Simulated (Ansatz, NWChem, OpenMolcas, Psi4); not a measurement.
# Computed against measured: atomisation enthalpy at 298 K

10 molecules without hydrogen; the atomisation enthalpy at 298 K in kJ/mol, computed less measured. Shapes, held fixed at every level: PBE0-D4/def2-TZVP; CS at the measured bond length. Thermal terms are harmonic and unscaled (PBE0-D4/def2-TZVP, PBE0/aug-cc-pVTZ, wB97M-V/def2-TZVPD); the spin-orbit lowering of the free atoms is taken from their spectra. Programs: Ansatz 0.2.0, NWChem 7.3.0, OpenMolcas 26.06, Psi4 1.11. A level may come from different programs for different species; with the same settings they agree closely. Measured values: Active Thermochemical Tables, NIST-JANAF tables.

Levels: A = TPSS/cc-pVTZ; B = B3LYP/6-31G* (spherical functions); C = wB97X/cc-pVTZ; D = FCI/STO-3G.

| molecule | from tabulated heats | A | B | C | D |
| --- | --- | --- | --- | --- | --- |
| CS (SMILES [C-]#[S+]) | 714 | -16 | -42 | -34 | -48 |
| ClF (chlorine monofluoride) | 256 | +8 | -27 | -14 | -141 |
| F2 (fluorine) | 159 | +30 | +8 | -8 | +38 |
| BOF (fluoro(oxo)borane) | 1501 | -39 | -26 | -33 | -196 |
| CS2 (carbon disulfide) | 1154 | +14 | -30 | -34 | -56 |
| NClO (nitrosyl chloride) | 790 | +43 | -10 | -17 | -364 |
| OF2 (oxygen difluoride) | 383 | +55 | +15 | -1 | -18 |
| N2O (nitrous oxide) | 1112 | +45 | -4 | +1 | -644 |
| SiO2 (silicon dioxide molecule) | 1254 | -61 | -126 | -75 | -543 |
| NO2F (nitryl fluoride) | 1159 | +73 | +16 | +22 | -728 |

**Question.** Which level does best on this set, which worst, and which err to one side?

**Answer.** 
```tsv
level	kind	mean error	mean absolute error	worst case
TPSS/cc-pVTZ	meta-GGA	+15.2	38.4	NO2F
B3LYP/6-31G* (spherical functions)	global hybrid	-22.6	30.4	SiO2
wB97X/cc-pVTZ	range-separated hybrid	-19.3	23.9	SiO2
FCI/STO-3G	full CI, core frozen	-270.0	277.6	NO2F
```

On this set wB97X/cc-pVTZ has the smallest mean absolute error and FCI/STO-3G the largest. B3LYP/6-31G* (spherical functions) is too low in 7 of 10; wB97X/cc-pVTZ is too low in 8 of 10; FCI/STO-3G is too low in 9 of 10. The heats of NO2F (nitryl fluoride) come from older tables and can be uncertain by 10 kJ/mol or more. Heats of the atoms come from ATcT where it has them, that of boron, 570 kJ/mol, from recent work. The levels differ in basis as well as in method. The tabulated values of BOF, SiO2 are in doubt (older tables, estimates, or at odds with other calculations) and kept here. Over the 8 molecules whose values aren't doubted the mean absolute errors are A 35.5; B 19.0; C 16.4; D 254.6. The set is small.
